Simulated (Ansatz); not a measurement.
We consider zinc-blende BeTe, described by r²SCAN+rVV10 in Ansatz (PAW).

Settings: plane-wave cutoff 560 eV, 10×10×10 k mesh, Fermi–Dirac smearing 0.01 eV, scalar-relativistic PAW data made under PBE.

Energies at three volumes about the minimum:

```json
[
 {"V (Å³/atom)": "21.938", "E − E_lowest (meV/atom)": "1.77"},
 {"V (Å³/atom)": "22.386", "E − E_lowest (meV/atom)": "0.00"},
 {"V (Å³/atom)": "22.833", "E − E_lowest (meV/atom)": "1.65"}
]
```

### Question
Fit a parabola by hand: where is the minimum, what lattice constant follows, and what is the bulk modulus?

### Answer
Slopes: (0.00 − 1.77)/(22.386 − 21.938) = -3.951 and (1.65 − 0.00)/(22.833 − 22.386) = 3.691 meV/Å³. Curvature E″ = 2 × (3.691 − (-3.951))/(22.833 − 21.938) = 17.077 meV/Å⁶. From the middle of the first interval, the slope vanishes at V0 = 22.1620 − (-3.951)/17.077 = 22.393 Å³/atom. B = V0 E″ = 22.393 × 17.077 meV/Å³ × 0.1602 GPa per meV/Å³ = 61.3 GPa. With 8 atoms in the cube, a = (8 × 22.393)^(1/3) = 5.637 Å. The full Birch–Murnaghan fit to all volumes gives V0 = 22.386 Å³/atom and B0 = 61.0 GPa.

Measured, for comparison: bulk modulus 67 GPa (room temperature, no zero-point or thermal correction; as tabulated in Elmahjoubi et al. (2023), arXiv:2303.01780); lattice constant a 5.626 Å (temperature not stated, no zero-point or thermal correction; as tabulated in Bernardini et al. (2000), arXiv:cond-mat/0007180). Computed (rounded) less measured: bulk modulus -9 %.

Ansatz is a quantum-chemistry and plane-wave program.
